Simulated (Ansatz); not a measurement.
## bcc Cs

Computed with LDA (Ansatz, an electronic-structure program, plane waves, PAW).

Settings: plane-wave cutoff 500 eV, 18×18×18 k mesh, Fermi–Dirac smearing 0.1 eV, scalar-relativistic PAW data made under PBE.

Cell (relaxed at this level):

```yaml
crystal:
  lattice:
    - [-2.88500, 2.88500, 2.88500]
    - [2.88500, -2.88500, 2.88500]
    - [2.88500, 2.88500, -2.88500]
  atoms:
    - { symbol: Cs, position: [0.00000, 0.00000, 0.00000] }
```

| Property | Value |
|---|---|
| equilibrium volume per atom | 96.05 Å³/atom |
| lattice parameter a | 5.770 Å |

Measured, for comparison: equilibrium volume per atom 110.12 Å³/atom, lattice constant a 6.039 Å (low-temperature or extrapolated to 0 K; zero-point anharmonic expansion removed; as tabulated in Csonka et al. (2009), arXiv:0903.4037). Computed (rounded) less measured: equilibrium volume per atom -12.8 %, lattice constant a -4.5 %.

Spin–orbit coupling is not included.
